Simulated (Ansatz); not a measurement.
System (SMILES): [H][H] (H2).
Atoms: H1, H2. Bonds: H1-H2.

Basis-set convergence of the highest harmonic wavenumber at CCSD(T) with Ansatz (a program for electronic structure). Each level at its own minimum, finite differences of forces, unscaled; the reference is a large set that could be run, not a limit. All functions are spherical. No added dispersion term, no relativity. Reference: the value in aug-cc-pVQZ, 4400 cm⁻¹, itself unsure by roughly 3 cm⁻¹ (its mean distance from cc-pV5Z, def2-QZVPP, cc-pVQZ). Deviations are taken from unrounded values.

```csv
basis,functions,highest harmonic wavenumber (cm⁻¹)
cc-pVDZ,10,4382
aug-cc-pVDZ,18,4344
def2-TZVPP,28,4409
def2-TZVPPD,34,4404
cc-pVQZ,60,4403
aug-cc-pVQZ,92,4400
```

What the diffuse functions change, pair by pair:
- cc-pVDZ to aug-cc-pVDZ: 8 more functions, deviation -17 to -56 cm⁻¹
- def2-TZVPP to def2-TZVPPD: 6 more functions, deviation 9 to 4 cm⁻¹
- cc-pVQZ to aug-cc-pVQZ: 32 more functions, deviation 4 to 0 cm⁻¹

Leaving out the reference's own pair, they bring the value nearer the reference by more than 3 cm⁻¹ in 1 of 2 pairs.
